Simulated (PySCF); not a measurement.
Ligands exchanged one at a time, Si H-F. Gas-phase values, no solvent. Strings in code marks are SMILES. All members: neutral, multiplicity 1. Level: B3LYP-D3(BJ)/def2-TZVP (PySCF). B3LYP has the VWN-RPA correlation part, as in Gaussian. Delta-SCF ions had no search for a lower state.  The removal energy is E(N − 1 electrons) − E(N electrons) at the parent's geometry; ε(HOMO) is measured against the vacuum level.

| species | −ε(HOMO) (eV) | vertical ionisation energy (Delta-SCF) (eV) |
|---|---|---|
| `F[SiH3]` | 9.60 | 12.51 |
| `[SiH4]` | 9.67 | 12.48 |
| `F[SiH2]F` | 9.72 | withheld |
| `F[SiH](F)F` | 11.04 | 14.10 |
| `F[Si](F)(F)F` | 12.45 | 15.31 |

### Question
Fit vertical ionisation energy (Delta-SCF) = a + b·x to the 4 complete rows by least squares, with x = −ε(HOMO) in eV. Give a, b and the rms residual, and predict the withheld value.

### Answer
Means of the 4 rows: x̄ = 10.69, ȳ = 13.6 eV. Σ(x − x̄)² = 5.4486 and Σ(x − x̄)(y − ȳ) = 5.5151, so b = 1.012 and a = ȳ − b·x̄ = 2.782 eV. The rms residual is 0.092 eV. At x = 9.72 the line gives 12.62 eV. The run for `F[SiH2]F` gave 12.67 eV, so the line is off by 0.05 eV, within twice the rms residual.

Codes: PySCF.
